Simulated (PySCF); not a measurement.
**SMILES C=C[C@@H]1C[C@@H]1S, C5H8S**

Cartesian coordinates in Å; atom numbers follow the order of the lines, from 1:
```xyz
14

C     1.8595    0.1218    0.6071
C     1.0058   -0.7575    0.0529
C    -0.1427   -0.4626   -0.7700
C    -0.7382    0.8413   -1.0076
C    -1.4640   -0.1236   -0.0332
S    -1.5927    0.1105    1.7227
H     1.7016    1.1970    0.5307
H     2.7307   -0.3085    1.1259
H     1.1546   -1.8629    0.2025
H    -0.3043   -1.0560   -1.6837
H    -0.2227    1.6374   -0.5022
H    -1.2358    1.0738   -1.9430
H    -2.3830   -0.6032   -0.4505
H    -0.2592    0.0621    1.8008
```

Computed with GIAO B3LYP/pcSseg-1 magnetisability, rotational g tensor and spin-rotation constants, non-relativistic, gas phase (PySCF). Geometry: GFN2-xTB, normal-mode sample at 300 K.

**Question.** What are the magnetisability and the molar susceptibility?

**Answer.** Isotropic -1238 × 10⁻³⁰ J/T², or -74.6 × 10⁻⁶ cm³/mol; principal values -1385, -1210, -1119 × 10⁻³⁰ J/T², anisotropy 234 × 10⁻³⁰ J/T² (root of half the summed squared differences of the principal values). The susceptibility is in cgs units.

**Question.** Split it along the inertial axes a, b, c into diamagnetic and paramagnetic parts about the centre of mass, with the quadrupole moment.

**Answer.** 
| axis | χ (10⁻⁶ cm³/mol) | diamagnetic (10⁻⁶ cm³/mol) | paramagnetic (10⁻⁶ cm³/mol) | summed x² of all electrons (Å²) | quadrupole Θ (D Å) |
| --- | --- | --- | --- | --- | --- |
| a | -72.4 | -400.7 | 328.2 | 112.2 | -5.81 |
| b | -80.1 | -594.1 | 514.0 | 66.6 | +5.67 |
| c | -71.1 | -758.7 | 687.6 | 27.8 | +0.14 |

Anisotropies 2χaa − χbb − χcc = +6.4 and 2χbb − χaa − χcc = -16.7 × 10⁻⁶ cm³/mol. Θ is traceless in Buckingham's convention.

**Question.** And the rotational g tensor?

**Answer.** 
| axis | rotational constant (GHz) | g | nuclear part | electronic part |
| --- | --- | --- | --- | --- |
| a | 4.1198 | -0.0082 | 0.6270 | -0.6353 |
| b | 2.3513 | -0.0037 | 0.5641 | -0.5678 |
| c | 1.7765 | -0.0076 | 0.5663 | -0.5739 |

Asymmetric top; isotopes 12C, 1H, 32S; no vibrational averaging.
